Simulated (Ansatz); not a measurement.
Reaction (SMILES): O (H2O) → [OH] (OH) + H atom
B3LYP-D3(BJ)/def2-TZVP geometries, fixed; electronic energies without zero-point terms.
Largest species:
```xyz
3

O      0.0070     0.0013     0.1167
H     -0.0500     0.7593    -0.4742
H     -0.0062    -0.7700    -0.4592
```
Charge 0, spin multiplicity 1.

Basis-set convergence of the bond dissociation energy at HF with Ansatz (a quantum-chemistry and plane-wave program). Cartesian d functions, on some or all atoms, in 6-31G*, 6-31G**; all else is spherical. Open shells are unrestricted. No added dispersion term, no relativity. Functions are those of the species that has most. Reference: the value in pcseg-4, 87.49 kcal/mol, itself unsure by roughly 0.09 kcal/mol (its mean distance from aug-pcseg-3, aug-cc-pVQZ, cc-pV5Z). Deviations are taken from unrounded values.

```
basis            functions  bond dissociation energy (kcal/mol)  minus reference (kcal/mol)
---------------  ---------  -----------------------------------  --------------------------
STO-3G                   7                                83.77                       -3.72
3-21G                   13                                74.90                      -12.59
6-31G                   13                                77.06                      -10.43
6-31G*                  19                                81.62                       -5.86
cc-pVDZ                 24                                83.79                       -3.69
6-31G**                 25                                85.79                       -1.70
6-311G**                30                                85.40                       -2.08
aug-cc-pVDZ             41                                86.81                       -0.68
cc-pVTZ                 58                                86.58                       -0.90
jun-cc-pV(T+d)Z         67                                87.30                       -0.19
aug-cc-pVTZ             92                                87.26                       -0.23
cc-pVQZ                115                                87.15                       -0.33
aug-cc-pVQZ            172                                87.42                       -0.07
cc-pV5Z                201                                87.38                       -0.11
```

The smallest set listed that lies within 0.5 kcal/mol of the reference with all its larger relatives (same family, alike in diffuse functions; a set with none counts only in the reference's own line) is jun-cc-pV(T+d)Z (67 functions, -0.19 kcal/mol off).
